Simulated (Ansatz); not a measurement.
# HO+ (triplet): the correlation ladder, cc-pVDZ

How much of the correlation energy of HO+ (triplet) does each wave-function method recover here?

Program: Ansatz 0.2.0, Gaussian basis. Level of theory: cc-pVDZ, core rule «outside noble gas», up to 1 orbitals frozen. These are calculated values, not measurements.

Plan: UHF; CCSD(T) on ROHF; CCSD(T) on UHF; BCCD(T) on ROHF; CISD as a restricted active space (open shells left free, so some higher excitations enter); CCSDT(Q) on ROHF; CCSDT(Q) on UHF; CISDTQ; CCSDTQ on ROHF; CCSDTQ on UHF; CASSCF and MRCISD+Q, 6 electrons in 5 orbitals; CASSCF and NEVPT2, 6 electrons in 5 orbitals; Full CI.

12 further runs of the same task are left out: 4 that didn't finish, 8 set aside as unsound or not needed. Runs told in other sessions of the task aren't counted.

**1. The geometry**

The geometry is a PBE0/def2-TZVP stationary point (not a proven minimum) of the parent state, kept for this charge and spin.

2 atoms, charge 1, spin multiplicity 3.

Atoms are counted from 1 here; the program's logs count them from 0.

Bond lengths: O1–H2 0.973 Å.

Coordinates:

```xyz
2
charge 1, multiplicity 3
O     0.00000    0.00000    0.00000
H     0.00000    0.00000    0.97311
```

**2. UHF**

Input file in.yaml:

```yaml
crystal:
  periodic: [false, false, false]
  atoms:
    - {symbol: O, position_ang: [0.000000, 0.000000, 0.000000]}
    - {symbol: H, position_ang: [0.000000, 0.000000, 0.973108]}
basis:
  gaussian: {orbitals: cc-pVDZ}
total_charge: 1
magnetization: {spin_polarized: true, initial_magnetization: 2}
hamiltonian: {xc: hf}
output: {orbitals: {seedname: orbitals}}
```

On the command line:

```bash
$ ansatz run in.yaml --threads 1 --pin off --events-out ev --progress --plain --max-ram 2393MiB
```

After this run come: CCSD(T) on ROHF; CCSD(T) on UHF; BCCD(T) on ROHF; CISD as a restricted active space (open shells left free, so some higher excitations enter); CCSDT(Q) on ROHF; CCSDT(Q) on UHF; CISDTQ; CCSDTQ on ROHF; CCSDTQ on UHF; CASSCF and MRCISD+Q, 6 electrons in 5 orbitals; CASSCF and NEVPT2, 6 electrons in 5 orbitals; Full CI.

Before running them: what should the planned runs give, taken together? Wanted: FCI from the RHF energy; RMP2 from FCI; UMP2 from FCI; RCCSD from FCI; RCCSD(T) from FCI; UCCSD(T) from FCI; RCCSDT(Q) from FCI; UCCSDT(Q) from FCI; NEVPT2 valence from FCI.

The runs gave:

| quantity | value |
| --- | --- |
| FCI from the ROHF energy | -3.6237 eV |
| RMP2 from FCI | +537.8 meV |
| UMP2 from FCI | +530.0 meV |
| RCCSD from FCI | +42.0 meV |
| RCCSD(T) from FCI | +6.8 meV |
| UCCSD(T) from FCI | +4.8 meV |
| RCCSDT(Q) from FCI | -0.5 meV |
| UCCSDT(Q) from FCI | -2.3 meV |
| NEVPT2 valence from FCI | +469.5 meV |
| MRCISD+Q valence from FCI | -5.9 meV |
| levels within 1 kcal/mol (43 meV) | RCCSD, UCCSD, RCCSD(T), UCCSD(T), BCCD(T), RCCSDT, UCCSDT, CISDTQ, RCCSDT(Q), UCCSDT(Q), RCCSDTQ, UCCSDTQ, MRCISD+Q valence |
| T1 diagnostic | 0.017 |
| effectively unpaired electrons | 2.01 |

In words: RCCSD(T) lands +6.8 meV from the yardstick (0.2 % of the correlation energy). UCCSDT(Q), UCCSDTQ, MRCISD+Q valence fall below full CI: unrestricted runs freeze a spin-polarised core, another one than full CI's, and coupled cluster isn't variational. One determinant dominates. Of the multireference levels listed MRCISD+Q valence comes nearest in total energy (-5.9 meV), which doesn't show that its space is the better one. These misses are within one basis, not against nature; the frozen cores of restricted and unrestricted runs differ, which can shift their rows.

Levels on UHF freeze UHF's core orbitals, full CI those of ROHF, so the U rows can settle a little off it for that reason alone.

With open shells the CI space here admits some higher excitations, so it is larger than plain CISD.
